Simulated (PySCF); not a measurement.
monofluorosilane, FH3Si, SMILES F[SiH3], point group C3v.

Level: BHandHLYP/pcSseg-1 in PySCF (density fitting, grid level 2); geometry and Hessian at that level, cubic constants and property derivatives from steps of ±0.6 along each species' dimensionless normal coordinates, second-order vibrational perturbation theory. The parent has the commonest isotopes.

Equilibrium geometry (Å):

| atom | x | y | z |
| --- | --- | --- | --- |
| F1 | 1.5292 | 0.0225 | 0.3537 |
| Si2 | -0.0367 | 0.0018 | -0.0245 |
| H3 | -0.3734 | 1.2768 | -0.6732 |
| H4 | -0.2763 | -1.1228 | -0.9396 |
| H5 | -0.8083 | -0.1670 | 1.2148 |

An isotope shift is δ(isotopologue) − δ(parent), that is, the negative of the change in the averaged GIAO shielding; n counts bonds from the nearest label (0: the labelled atom itself). These are computed values; those of heavy atoms are rounded to 5 ppb, about the numerical noise.

(1) What isotope shifts arise with ²H at 3?

Answers

(1) 
```tsv
nucleus	n	0 K (ppb)	100 K (ppb)
H3	0	-78	-77
Si2	1	-175	-180
F1	2	-360	-360
H4	2	-9	-10
H5	2	-10	-10
```
